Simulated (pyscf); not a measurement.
Single points on ωB97X-D3(BJ)/def2-SVP structures (PySCF, gas phase).

How much does it cost (ΔH, 298 K, ωB97M-D3(BJ)/def2-TZVP) to split HO–Si(SiH₃)(SiH₃)–Cl (SMILES O[Si]([SiH3])([SiH3])Cl) at its O–Si bond into OH• + H₃Si–Si•(SiH₃)–Cl?

O–Si to OH• + H₃Si–Si•(SiH₃)–Cl: 119.0 kcal/mol. The 7 functionals that were run give +113.8 (r²SCAN) to +119.7 kcal/mol (M06-2X). Other isomers of H₃Si–Si•(SiH₃)–Cl were not searched in full and may lie lower. Left out: the spin-orbit lowering of OH.
